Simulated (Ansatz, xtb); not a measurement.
**Relative energy of two isomers of C6H11+**

We compare I, `C[CH+]/C=C\CC`, a singlet, with II, `C/C=C/[C+](C)C`, a singlet. Both are isolated ions in the gas phase, relaxed with PBE0-D3(BJ)/def2-SVP; the shapes shown needn't be the lowest conformers.

I (Å):

```yaml
atoms:
  - { symbol: C, position_ang: [0.8728, 3.3230, -0.4874] }
  - { symbol: C, position_ang: [0.5619, 1.9159, -0.2821] }
  - { symbol: C, position_ang: [-0.6931, 1.3501, -0.4263] }
  - { symbol: C, position_ang: [-0.9380, -0.0041, -0.2228] }
  - { symbol: C, position_ang: [-0.0051, -1.0797, 0.1079] }
  - { symbol: C, position_ang: [-0.4683, -1.9113, 1.3146] }
  - { symbol: H, position_ang: [0.0118, 3.9372, -0.7765] }
  - { symbol: H, position_ang: [1.3476, 3.7268, 0.4282] }
  - { symbol: H, position_ang: [1.6756, 3.4038, -1.2469] }
  - { symbol: H, position_ang: [1.3959, 1.2668, 0.0145] }
  - { symbol: H, position_ang: [-1.5335, 1.9930, -0.7040] }
  - { symbol: H, position_ang: [-1.9857, -0.3202, -0.3303] }
  - { symbol: H, position_ang: [-0.0270, -1.7427, -0.7846] }
  - { symbol: H, position_ang: [1.0332, -0.7389, 0.2217] }
  - { symbol: H, position_ang: [-1.4845, -2.3062, 1.1710] }
  - { symbol: H, position_ang: [0.2115, -2.7633, 1.4468] }
  - { symbol: H, position_ang: [-0.4531, -1.3112, 2.2349] }
```

II (Å):

```yaml
atoms:
  - { symbol: C, position_ang: [0.8697, 3.2031, -0.1373] }
  - { symbol: C, position_ang: [0.5683, 1.8522, 0.3298] }
  - { symbol: C, position_ang: [-0.1084, 0.9012, -0.3973] }
  - { symbol: C, position_ang: [-0.3818, -0.3981, 0.0669] }
  - { symbol: C, position_ang: [-1.1617, -1.3034, -0.7949] }
  - { symbol: C, position_ang: [0.0514, -0.9260, 1.3729] }
  - { symbol: H, position_ang: [0.4997, 3.4184, -1.1469] }
  - { symbol: H, position_ang: [0.4610, 3.9367, 0.5832] }
  - { symbol: H, position_ang: [1.9633, 3.3668, -0.0908] }
  - { symbol: H, position_ang: [0.9191, 1.5973, 1.3373] }
  - { symbol: H, position_ang: [-0.4570, 1.1632, -1.4011] }
  - { symbol: H, position_ang: [-0.8843, -2.3581, -0.6534] }
  - { symbol: H, position_ang: [-2.2178, -1.2229, -0.4625] }
  - { symbol: H, position_ang: [-1.1339, -1.0243, -1.8559] }
  - { symbol: H, position_ang: [-0.7739, -1.4828, 1.8459] }
  - { symbol: H, position_ang: [0.8332, -1.6852, 1.1798] }
  - { symbol: H, position_ang: [0.4501, -0.1871, 2.0750] }
```

Task: Estimate E(II) − E(I) at the level CCSD(T)/def2-SVP + ΔMP2/def2-TZVPP.

Result: Calculated at CCSD(T)/def2-SVP + ΔMP2/def2-TZVPP: E(II) − E(I) = −44.7 kJ/mol, so structure II lies lower.

The same difference at several levels:

| level | geometry | E(II) − E(I) (kJ/mol) | departure from the last row (kJ/mol) | job, with rough time for the two |
| --- | --- | --- | --- | --- |
| GFN2-xTB | GFN2-xTB | −57.8 | −13.1 | optimisation, 0.18 s |
| HF/STO-3G | GFN2-xTB | −45.5 | −0.8 | single point, 0.32 s |
| r2SCAN-D4/def2-SVP | GFN2-xTB | −50.3 | −5.6 | single point, 3.7 s |
| PBE0-D3(BJ)/def2-SVP | PBE0-D3(BJ)/def2-SVP | −49.5 | −4.8 | optimisation, 67 s |
| HF/def2-SVP | PBE0-D3(BJ)/def2-SVP | −42.3 | +2.5 | part of the CCSD(T) run |
| MP2/def2-SVP | PBE0-D3(BJ)/def2-SVP | −46.2 | −1.5 | part of the CCSD(T) run |
| CCSD(T)/def2-SVP | PBE0-D3(BJ)/def2-SVP | −44.3 | +0.5 | single point |
| CCSD(T)/def2-SVP + ΔMP2/def2-TZVPP | PBE0-D3(BJ)/def2-SVP | −44.7 |  | single point, 59 s |

As drawn, both hold the same kinds of bond in the same numbers. Structure I has 2 methyl groups, II 3.

None of the levels shown reverses the order. The largest departure from CCSD(T)/def2-SVP + ΔMP2/def2-TZVPP is that of GFN2-xTB, 13.1 kJ/mol. The last row adds to CCSD(T) the change of the MP2 difference between the two basis sets, here −0.5 kJ/mol.

With thermal terms from frequencies at re-optimised GFN2-xTB minima (ideal gas, soft modes damped towards free rotors, one conformer each, 298.15 K, 1 atm): the zero-point term adds −1.0 kJ/mol; ΔH is −45.0 and ΔG −46.4 kJ/mol.

The correlated steps freeze 6 core orbitals. Programs: Ansatz 0.2.0, xtb 6.7.1; the last row on 4 threads of Arm Neoverse V1 on a shared host.
